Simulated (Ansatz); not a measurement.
Ansatz (a first-principles code) input (B3LYP-D3(BJ)/def2-TZVP):

Ansatz 0.2 input:
```yaml
crystal:
  periodic: [false, false, false]
  atoms:
    - {symbol: N, position_ang: [-0.00000000, -0.00000000, -0.61062678]}
    - {symbol: O, position_ang: [0.00000000, 0.00000000, 0.53429844]}
basis:
  gaussian:
    orbitals: def2-TZVP
hamiltonian:
  xc: b3lyp
  dispersion: d3bj
magnetization: {spin_polarized: true, initial_magnetization: 1}
phonons: {temperatures: {t_min: 298.15, t_max: 298.15, t_step: 100}}
```

Output:

```
Functional definition: B3LYP
integrals: 0.01 GiB planned
306 factors; their error is unknown
mean field: 0.13 GiB planned
mean field evaluation 1: about -3535.3147 eV, gradient 1.5e1 eV
mean field evaluation 2: about -3535.2450 eV, gradient 1.6e1 eV
mean field evaluation 4: about -3536.0304 eV, gradient 7.5e-1 eV
mean field evaluation 8: about -3536.0441 eV, gradient 2.6e-2 eV
mean field evaluation 16: about -3536.0441 eV, gradient 4.6e-5 eV
mean field -3536.04410015 eV, -129.9472238636 hartree, gradient 4.6e-5 eV, S^2 0.753184; 0 other end points of the search recorded, 0 dependent functions left out
the calculation of the forces begins
reference -3536.04423805 eV, -129.9472289316 hartree; 8, 7 occupied and 54, 55 virtual orbitals, 306 factors
these checks for a lower state are left out or cut short: stability, starts, cluster_reference, orbital_swaps, neighbouring_geometries, increment
integrals: 0.01 GiB planned
306 factors; their error is unknown
mean field: 0.13 GiB planned
mean field -3536.04410015 eV, -129.9472238636 hartree, gradient 2.0e-6 eV, S^2 0.753184; 0 other end points of the search recorded, 0 dependent functions left out
the calculation of the forces begins
reference -3536.04423806 eV, -129.9472289317 hartree; 8, 7 occupied and 54, 55 virtual orbitals, 306 factors
these checks for a lower state are left out or cut short: stability, starts, cluster_reference, orbital_swaps, neighbouring_geometries, increment
integrals: 0.01 GiB planned
306 factors; their error is unknown
mean field: 0.13 GiB planned
mean field evaluation 32: about -3536.0441 eV, gradient 2.0e-6 eV
mean field -3536.04410015 eV, -129.9472238636 hartree, gradient 2.0e-6 eV, S^2 0.753184; 0 other end points of the search recorded, 0 dependent functions left out
the calculation of the forces begins
reference -3536.04423806 eV, -129.9472289317 hartree; 8, 7 occupied and 54, 55 virtual orbitals, 306 factors
these checks for a lower state are left out or cut short: stability, starts, cluster_reference, orbital_swaps, neighbouring_geometries, increment
integrals: 0.01 GiB planned
306 factors; their error is unknown
mean field: 0.13 GiB planned
mean field -3536.04410015 eV, -129.9472238636 hartree, gradient 2.0e-6 eV, S^2 0.753184; 0 other end points of the search recorded, 0 dependent functions left out
the calculation of the forces begins
reference -3536.04423806 eV, -129.9472289317 hartree; 8, 7 occupied and 54, 55 virtual orbitals, 306 factors
these checks for a lower state are left out or cut short: stability, starts, cluster_reference, orbital_swaps, neighbouring_geometries, increment
integrals: 0.01 GiB planned
306 factors; their error is unknown
mean field: 0.13 GiB planned
mean field -3536.04410015 eV, -129.9472238636 hartree, gradient 2.0e-6 eV, S^2 0.753184; 0 other end points of the search recorded, 0 dependent functions left out
the calculation of the forces begins
reference -3536.04423806 eV, -129.9472289317 hartree; 8, 7 occupied and 54, 55 virtual orbitals, 306 factors
these checks for a lower state are left out or cut short: stability, starts, cluster_reference, orbital_swaps, neighbouring_geometries, increment
integrals: 0.01 GiB planned
306 factors; their error is unknown
mean field: 0.13 GiB planned
mean field -3536.04376253 eV, -129.9472114565 hartree, gradient 2.0e-6 eV, S^2 0.753165; 0 other end points of the search recorded, 0 dependent functions left out
the calculation of the forces begins
reference -3536.04390031 eV, -129.9472165197 hartree; 8, 7 occupied and 54, 55 virtual orbitals, 306 factors
these checks for a lower state are left out or cut short: stability, starts, cluster_reference, orbital_swaps, neighbouring_geometries, increment
integrals: 0.01 GiB planned
306 factors; their error is unknown
mean field: 0.13 GiB planned
mean field evaluation 64: about -3536.0438 eV, gradient 2.0e-6 eV
mean field -3536.04376696 eV, -129.9472116193 hartree, gradient 2.0e-6 eV, S^2 0.753203; 0 other end points of the search recorded, 0 dependent functions left out
the calculation of the forces begins
reference -3536.04390500 eV, -129.9472166922 hartree; 8, 7 occupied and 54, 55 virtual orbitals, 306 factors
these checks for a lower state are left out or cut short: stability, starts, cluster_reference, orbital_swaps, neighbouring_geometries, increment
integrals: 0.01 GiB planned
306 factors; their error is unknown
mean field: 0.13 GiB planned
mean field -3536.04410015 eV, -129.9472238636 hartree, gradient 2.0e-6 eV, S^2 0.753184; 0 other end points of the search recorded, 0 dependent functions left out
the calculation of the forces begins
reference -3536.04423806 eV, -129.9472289317 hartree; 8, 7 occupied and 54, 55 virtual orbitals, 306 factors
these checks for a lower state are left out or cut short: stability, starts, cluster_reference, orbital_swaps, neighbouring_geometries, increment
integrals: 0.01 GiB planned
306 factors; their error is unknown
mean field: 0.13 GiB planned
mean field -3536.04410015 eV, -129.9472238636 hartree, gradient 2.0e-6 eV, S^2 0.753184; 0 other end points of the search recorded, 0 dependent functions left out
the calculation of the forces begins
reference -3536.04423806 eV, -129.9472289317 hartree; 8, 7 occupied and 54, 55 virtual orbitals, 306 factors
these checks for a lower state are left out or cut short: stability, starts, cluster_reference, orbital_swaps, neighbouring_geometries, increment
integrals: 0.01 GiB planned
306 factors; their error is unknown
mean field: 0.13 GiB planned
mean field -3536.04410015 eV, -129.9472238636 hartree, gradient 2.0e-6 eV, S^2 0.753184; 0 other end points of the search recorded, 0 dependent functions left out
the calculation of the forces begins
reference -3536.04423806 eV, -129.9472289317 hartree; 8, 7 occupied and 54, 55 virtual orbitals, 306 factors
these checks for a lower state are left out or cut short: stability, starts, cluster_reference, orbital_swaps, neighbouring_geometries, increment
integrals: 0.01 GiB planned
306 factors; their error is unknown
mean field: 0.13 GiB planned
mean field evaluation 96: about -3536.0441 eV, gradient 2.0e-6 eV
mean field -3536.04410015 eV, -129.9472238636 hartree, gradient 2.0e-6 eV, S^2 0.753184; 0 other end points of the search recorded, 0 dependent functions left out
the calculation of the forces begins
reference -3536.04423806 eV, -129.9472289317 hartree; 8, 7 occupied and 54, 55 virtual orbitals, 306 factors
these checks for a lower state are left out or cut short: stability, starts, cluster_reference, orbital_swaps, neighbouring_geometries, increment
integrals: 0.01 GiB planned
306 factors; their error is unknown
mean field: 0.13 GiB planned
mean field -3536.04376696 eV, -129.9472116193 hartree, gradient 2.0e-6 eV, S^2 0.753203; 0 other end points of the search recorded, 0 dependent functions left out
the calculation of the forces begins
reference -3536.04390500 eV, -129.9472166922 hartree; 8, 7 occupied and 54, 55 virtual orbitals, 306 factors
these checks for a lower state are left out or cut short: stability, starts, cluster_reference, orbital_swaps, neighbouring_geometries, increment
integrals: 0.01 GiB planned
306 factors; their error is unknown
mean field: 0.13 GiB planned
mean field -3536.04376253 eV, -129.9472114565 hartree, gradient 2.0e-6 eV, S^2 0.753165; 0 other end points of the search recorded, 0 dependent functions left out
the calculation of the forces begins
reference -3536.04390031 eV, -129.9472165197 hartree; 8, 7 occupied and 54, 55 virtual orbitals, 306 factors
Total energy: -3536.06002165 eV, -129.9478089679 hartree
Atom 0 at    -0.000000    -0.000000    -0.610627 Å, force     0.000000    -0.000000     0.000007 eV/Å
Atom 1 at     0.000000     0.000000     0.534298 Å, force    -0.000000     0.000000    -0.000007 eV/Å
Dipole moment:     0.000000     0.000000     0.027047 e Å
Vibrations: 1976.87 cm⁻¹, zero-point energy 0.122550 eV
```
